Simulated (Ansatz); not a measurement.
**SiH2F2 (singlet): the correlation ladder at a displaced geometry (v1), cc-pVDZ**

One table from this session's results is given with a row withheld; the runs are named, their logs left out.

Program: Ansatz 0.2.0, Gaussian basis. Level of theory: cc-pVDZ, core rule «outside noble gas», up to 7 orbitals frozen. These are calculated values, not measurements.

The runs, in order: UHF; CCSD(T) on RHF; BCCD(T) on RHF; CISD; CCSDT(Q) on RHF; CASSCF and MRCISD+Q, 8 electrons in 8 orbitals; CASSCF and NEVPT2, 8 electrons in 8 orbitals.

12 further runs of the same task are left out: 6 that didn't finish, 6 set aside as unsound or not needed.

**The geometry**

The geometry is a PBE0/def2-TZVP stationary point (not a proven minimum) with its atoms shifted at random (size 0.040 Å).

5 atoms, charge 0, spin multiplicity 1.

Atoms are counted from 1 here; the program's logs count them from 0.

Bond lengths: Si1–F2 1.585 Å, Si1–F3 1.570 Å, Si1–H4 1.439 Å, Si1–H5 1.561 Å. Angles: F2–Si1–F3 106.3°, F2–Si1–H4 108.3°, F2–Si1–H5 104.8°, F3–Si1–H4 109.9°, F3–Si1–H5 112.4°, H4–Si1–H5 114.6°.

Set-up of the first run:

in.yaml

```yaml
crystal:
  periodic: [false, false, false]
  atoms:
    - {symbol: Si, position_ang: [-0.010642, -0.503751, 0.019583]}
    - {symbol: F, position_ang: [-0.011475, 0.412260, -1.274403]}
    - {symbol: F, position_ang: [0.036489, 0.471570, 1.248650]}
    - {symbol: H, position_ang: [1.174867, -1.319302, -0.004381]}
    - {symbol: H, position_ang: [-1.349827, -1.303123, -0.055870]}
basis:
  gaussian: {orbitals: cc-pVDZ}
magnetization: {spin_polarized: true, initial_magnetization: 0}
hamiltonian: {xc: hf}
output: {orbitals: {seedname: orbitals}}
```

Launch:

```bash
$ ansatz run in.yaml --threads 1 --pin off --events-out ev --progress --plain --max-ram 2393MiB
```

Steps of the session up to this table: UHF; CCSD(T) on RHF; BCCD(T) on RHF; CISD; CCSDT(Q) on RHF; CASSCF and MRCISD+Q, 8 electrons in 8 orbitals; CASSCF and NEVPT2, 8 electrons in 8 orbitals.

One of the session's tables, all rows but one given; the rest of the session is left out.

```
   method  from RCCSDT(Q) (kcal/mol)
      RHF                    +313.29
     RMP2                     +16.93
     CISD                          ?
    RCCSD                      +5.54
 RCCSD(T)                      +0.92
  BCCD(T)                      +0.79
   RCCSDT                      +0.62
RCCSDT(Q)                          0
```

Q: Estimate the row for CISD from the others.

**Answer.** from RCCSDT(Q) (kcal/mol): +33.94. In the column «from RCCSDT(Q) (kcal/mol)» it lies between RMP2 (+16.93) and RHF (+313.29).

Not comparable, so not listed: CASSCF and NEVPT2, 8 electrons in 8 orbitals (they don't share determinant, frozen orbitals or solution with the rows shown, or repeat one).

Left out of the table: CASSCF frontier, MRCISD frontier, MRCISD+Q frontier (the active space lost an orbital or holds another state than full CI finds).

Caveats from the session: Warnings in the runs' records: passed over end.
